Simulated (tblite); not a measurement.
C4H10N2.
Atom-mapped SMILES: `[CH3:1][C@@H:2]1[CH2:3][CH2:4][NH:5][NH:6]1` (hydrogens: H7, H8, H9 on C1; H10 on C2; H11, H12 on C3; H13, H14 on C4; H15 on N5; H16 on N6)

Computed with GFN2-xTB (tblite), gas phase: L-BFGS steps from a force-field or distance-geometry start until the largest atomic force falls under 0.01 eV/Å.

Step 7: E = -529.9140 eV
```
atom  x, y, z in Å  |  force x, y, z in eV/Å
C1      1.8052    0.3828   -0.7494    0.028   0.010  -0.020
C2      0.7047   -0.2525    0.0930    0.064  -0.006  -0.015
C3     -0.4959   -0.7103   -0.7508   -0.017  -0.018  -0.015
C4     -1.6703   -0.4395    0.1815   -0.025  -0.020   0.001
N5     -1.2771    0.8049    0.8189   -0.022   0.000   0.013
N6      0.1476    0.6474    1.1105    0.066   0.009   0.009
H7      1.4297    1.2598   -1.2763   -0.015  -0.023   0.040
H8      2.6439    0.6822   -0.1226   -0.044  -0.004   0.001
H9      2.1671   -0.3323   -1.4860   -0.013   0.008   0.018
H10     1.1248   -1.1122    0.6326    0.014  -0.026   0.022
H11    -0.5842   -0.0973   -1.6477    0.023   0.023   0.006
H12    -0.4256   -1.7558   -1.0367    0.004  -0.030  -0.039
H13    -2.6123   -0.2916   -0.3466   -0.026   0.005   0.000
H14    -1.7808   -1.2688    0.8968   -0.017  -0.013  -0.017
H15    -1.7406    0.9158    1.7190   -0.032   0.030   0.043
H16     0.5563    1.5762    1.0296    0.010   0.055  -0.045
```

Step 8: E = -529.9146 eV
```
atom  x, y, z in Å  |  force x, y, z in eV/Å
C1      1.8053    0.3828   -0.7493    0.020  -0.002  -0.014
C2      0.7058   -0.2536    0.0929    0.033  -0.003  -0.012
C3     -0.4959   -0.7111   -0.7513   -0.003  -0.008   0.004
C4     -1.6709   -0.4406    0.1805   -0.015   0.004   0.018
N5     -1.2770    0.8024    0.8198    0.000   0.039   0.011
N6      0.1492    0.6475    1.1091    0.030   0.017   0.029
H7      1.4286    1.2596   -1.2750   -0.015  -0.017   0.031
H8      2.6430    0.6823   -0.1221   -0.030   0.000   0.005
H9      2.1666   -0.3323   -1.4854   -0.001   0.004   0.002
H10     1.1262   -1.1129    0.6337    0.007  -0.018   0.011
H11    -0.5830   -0.0964   -1.6468    0.019   0.024  -0.006
H12    -0.4253   -1.7562   -1.0384    0.003  -0.031  -0.038
H13    -2.6140   -0.2903   -0.3458   -0.010  -0.002  -0.003
H14    -1.7812   -1.2684    0.8959   -0.026  -0.047  -0.007
H15    -1.7395    0.9181    1.7203   -0.025   0.005   0.024
H16     0.5545    1.5781    1.0277    0.014   0.035  -0.054
```

Step 9: E = -529.9151 eV
```
atom  x, y, z in Å  |  force x, y, z in eV/Å
C1      1.8056    0.3828   -0.7495    0.002  -0.014   0.000
C2      0.7071   -0.2545    0.0927   -0.006  -0.003   0.003
C3     -0.4959   -0.7119   -0.7517    0.007   0.001   0.015
C4     -1.6716   -0.4412    0.1802    0.000   0.018   0.025
N5     -1.2769    0.8013    0.8208    0.017   0.042   0.013
N6      0.1508    0.6480    1.1085   -0.001   0.023   0.024
H7      1.4274    1.2592   -1.2735   -0.016  -0.005   0.018
H8      2.6420    0.6824   -0.1215   -0.009   0.005   0.011
H9      2.1663   -0.3324   -1.4849    0.011  -0.002  -0.015
H10     1.1274   -1.1138    0.6346    0.000  -0.006   0.001
H11    -0.5818   -0.0954   -1.6462    0.015   0.017  -0.005
H12    -0.4251   -1.7570   -1.0404   -0.001  -0.014  -0.030
H13    -2.6154   -0.2894   -0.3453    0.007  -0.006  -0.002
H14    -1.7819   -1.2690    0.8952   -0.029  -0.055  -0.004
H15    -1.7391    0.9197    1.7216   -0.012  -0.012   0.004
H16     0.5534    1.5802    1.0254    0.013   0.012  -0.057
```

Step 10: E = -529.9155 eV
```
atom  x, y, z in Å  |  force x, y, z in eV/Å
C1      1.8059    0.3824   -0.7496   -0.013  -0.020   0.012
C2      0.7081   -0.2553    0.0927   -0.033  -0.004   0.018
C3     -0.4958   -0.7125   -0.7518    0.010   0.008   0.018
C4     -1.6721   -0.4414    0.1804    0.014   0.018   0.023
N5     -1.2765    0.8011    0.8217    0.021   0.022   0.013
N6      0.1522    0.6488    1.1084   -0.018   0.023   0.008
H7      1.4261    1.2587   -1.2720   -0.015   0.002   0.006
H8      2.6409    0.6825   -0.1209    0.007   0.007   0.013
H9      2.1662   -0.3324   -1.4849    0.019  -0.004  -0.023
H10     1.1283   -1.1146    0.6354   -0.006   0.004  -0.005
H11    -0.5805   -0.0943   -1.6458    0.011   0.006   0.004
H12    -0.4249   -1.7579   -1.0425   -0.004   0.010  -0.018
H13    -2.6163   -0.2887   -0.3450    0.023  -0.006   0.003
H14    -1.7831   -1.2705    0.8944   -0.026  -0.041  -0.007
H15    -1.7389    0.9209    1.7227    0.000  -0.021  -0.009
H16     0.5528    1.5820    1.0223    0.013  -0.005  -0.056
```

**Question.** Estimate the geometry and energy of step 11. (The exact step hangs on the optimiser's Hessian estimate; all steps are aligned on step 10, rigid shifts and turns removed.)

**Answer.** E = -529.9158 eV, largest force 0.056 eV/Å
```
atom  x, y, z in Å  |  force x, y, z in eV/Å
C1      1.8060    0.3818   -0.7494   -0.021  -0.018   0.020
C2      0.7086   -0.2562    0.0931   -0.041  -0.002   0.026
C3     -0.4956   -0.7131   -0.7517    0.006   0.013   0.016
C4     -1.6724   -0.4413    0.1812    0.022   0.006   0.014
N5     -1.2759    0.8014    0.8229    0.013  -0.009   0.009
N6      0.1533    0.6501    1.1085   -0.023   0.019  -0.010
H7      1.4246    1.2582   -1.2703   -0.011   0.003  -0.002
H8      2.6399    0.6828   -0.1200    0.015   0.005   0.010
H9      2.1666   -0.3325   -1.4852    0.019   0.000  -0.020
H10     1.1291   -1.1153    0.6361   -0.014   0.011  -0.005
H11    -0.5789   -0.0931   -1.6452    0.005  -0.003   0.016
H12    -0.4248   -1.7585   -1.0450   -0.008   0.035  -0.002
H13    -2.6168   -0.2882   -0.3445    0.035  -0.003   0.007
H14    -1.7848   -1.2727    0.8934   -0.018  -0.015  -0.012
H15    -1.7388    0.9216    1.7238    0.008  -0.025  -0.015
H16     0.5524    1.5839    1.0180    0.014  -0.016  -0.052
```

The energy changes by -0.0004 eV. The first-order estimate −F·Δx gives -0.0005 eV and the mean of the old and new forces, exact on a quadratic surface, -0.0004 eV. The step makes an angle of 58° with the force vector and moves no atom by more than 0.005 Å.
